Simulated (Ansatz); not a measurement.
This geometry of AlH₈NSi (11 atoms, charge 0, multiplicity 1) is a first-order saddle point.

Method: RHF/def2-SVP (Ansatz).

```xyz
11
Properties=species:S:1:pos:R:3
Al 0.070 -0.518 -0.161
H -0.499 0.442 1.257
H 1.541 -0.073 -0.515
H -1.112 -0.617 -1.200
N -0.052 -1.812 1.276
H -0.894 -2.366 1.229
Si 1.236 -2.588 2.181
H 1.896 -3.660 1.398
H 2.237 -1.554 2.522
H 0.691 -3.188 3.421
H -0.390 -0.515 1.574
```

Problem. Which two structures does it join? (They come from a converged band through this point; their orientation in space is the band's.)

Solution. Bonds broken: Al1–H2, N5–H11. Bonds formed: H2–H11. AlH8NSi becomes AlH6NSi + H2.

Initial state:

```xyz
11
Properties=species:S:1:pos:R:3
Al 0.085 -0.248 -0.016
H -0.265 1.060 0.834
H 1.632 -0.513 -0.334
H -0.976 -0.718 -1.116
N -0.234 -1.728 1.457
H -0.857 -2.401 1.034
Si 1.255 -2.509 2.108
H 1.866 -3.266 1.006
H 2.120 -1.437 2.623
H 0.867 -3.423 3.206
H -0.769 -1.267 2.180
```

Final state:

```xyz
11
Properties=species:S:1:pos:R:3
Al 0.339 -0.847 -0.320
H -1.362 1.248 2.005
H 1.588 0.112 -0.285
H -0.879 -0.635 -1.301
N 0.284 -2.251 0.787
H -0.545 -2.818 0.706
Si 1.394 -2.836 1.984
H 1.833 -4.227 1.705
H 2.583 -1.953 1.989
H 0.799 -2.838 3.346
H -1.309 0.596 2.367
```

Problem. How far does it lie above each of them?

Solution. 38.7 kcal/mol above the first and 31.2 kcal/mol above the second. This is the barrier of this one path; another mechanism may lie lower. The orbitals stay closed-shell, which can raise the energy where a bond breaks towards radicals; this wasn't checked here.

Run time: 4.1 min on 1 thread of Arm Neoverse V1, on a shared host, peak memory 0.15 GiB.
